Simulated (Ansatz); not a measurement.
**Iridium, fcc: convergence with cold smearing**

Computed with Ansatz, r²SCAN, scalar-relativistic PAW, on the relaxed cell (a = 3.846 Å; spin not included). Errors count from a run at 500 eV on a Γ-centred 23×23×23 mesh with Fermi-Dirac smearing of 0.1 eV, extrapolated to zero width. Fixed here: cutoff 500 eV, mesh 14×14×14. The SCF starts from atomic densities corrected by a trained network.

| width (eV) | E(σ→0) error (meV/atom) | F error (meV/atom) | P (GPa) | SCF iterations |
| --- | --- | --- | --- | --- |
| 0.01 | 13.8 | 13.8 | -0.23 | 6 |
| 0.1 | 14.1 | 13.8 | -0.24 | 6 |
| 0.2 | 13.6 | 13.2 | -0.25 | 6 |
| 0.3 | 13.7 | 12.4 | -0.22 | 6 |
| 0.6 | 10.1 | 3.8 | -0.07 | 6 |
| 1.0 | -3.2 | 0.6 | -0.60 | 5 |

Q: What does the run at 0.03 give (width)?

A: E(σ→0) error (meV/atom): 13.7; F error (meV/atom): 13.8; P (GPa): -0.23; SCF iterations: 6.
